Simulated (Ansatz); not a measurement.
# CHNa (triplet): from Hartree-Fock to the top rungs, def2-QZVPP

The task here is to estimate one member of a computed series from the others.

Method: def2-QZVPP, core rule «outside noble gas», up to 6 orbitals frozen; program: Ansatz 0.2.0, Gaussian basis.

The runs, in order: UHF; ROHF; CCSD(T) on UHF.

2 further runs of the same task are left out: 2 set aside as unsound or not needed.

**What is computed**

The geometry is a PBE0/def2-TZVP stationary point (not a proven minimum).

3 atoms, charge 0, spin multiplicity 3.

Atoms are counted from 1 here; the program's logs count them from 0.

Bond lengths: C1–Na2 2.190 Å, C1–H3 1.102 Å. Angles: Na2–C1–H3 180.0°.

The first run:

File in.yaml:

```yaml
crystal:
  periodic: [false, false, false]
  atoms:
    - {symbol: C, position_ang: [0.000000, 0.000000, 0.362737]}
    - {symbol: Na, position_ang: [0.000000, 0.000000, -1.827483]}
    - {symbol: H, position_ang: [0.000000, 0.000000, 1.464746]}
basis:
  gaussian: {orbitals: "def2-QZVPP.json"}
magnetization: {spin_polarized: true, initial_magnetization: 2}
hamiltonian: {xc: hf}
output: {orbitals: {seedname: orbitals}}
```

On the command line:

```console
$ ansatz run in.yaml --threads 1 --pin off --events-out ev --progress --plain --max-ram 2393MiB
```

Among the steps run: UHF; ROHF; CCSD(T) on UHF.

One table of the session follows, with a row left open; its other results are not shown here.

It belongs to the step «Misses and costs». 

```
  method  from UCCSD(T) (kJ/mol)
    ROHF                  +428.2
     UHF                  +411.1
    UMP2                   +58.4
   UCCSD                       ?
UCCSD(T)                       0
```

**Question.** Estimate the row for UCCSD.

The run gave: from UCCSD(T) (kJ/mol): +14.6. In the column «from UCCSD(T) (kJ/mol)» it lies between UCCSD(T) (0) and UMP2 (+58.4).
